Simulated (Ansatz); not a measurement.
Species: AlF$_{2}$, net charge 0, doublet state. It need not be the lowest isomer of its formula. 
Structure (B3LYP-D3(BJ)/def2-TZVP (Ansatz, a quantum-chemistry and plane-wave program) minimum search):
```xyz
3

Al    -0.0022     0.4808     0.0049
F      1.4323    -0.3405    -0.0081
F     -1.4291    -0.3540     0.0011
```
Charge 0, spin multiplicity 2.

Atomisation energy built up term by term with Ansatz (kcal/mol; UHF references for open shells; valence terms freeze the core; atomic spin-orbit terms are left out). Basis-set limits of correlation are two-point, X^-3; Hartree-Fock from the larger set.

```
term                                            basis  kcal/mol
-----------------------  ----------------------------  --------
Hartree-Fock                              cc-pV(Q+d)Z    205.07
CCSD correlation         CBS(cc-pV(T+d)Z,cc-pV(Q+d)Z)     61.33
(T)                      CBS(cc-pV(T+d)Z,cc-pV(Q+d)Z)      5.99
core correlation                            cc-pwCVTZ     -0.76
scalar relativity (X2C)    cc-pVTZ-DK against cc-pVTZ     -0.88
sum: De                                                   270.8
```

(T) makes 2.2 % of the CCSD(T) atomisation energy; under 5 % is typical of single-reference molecules.
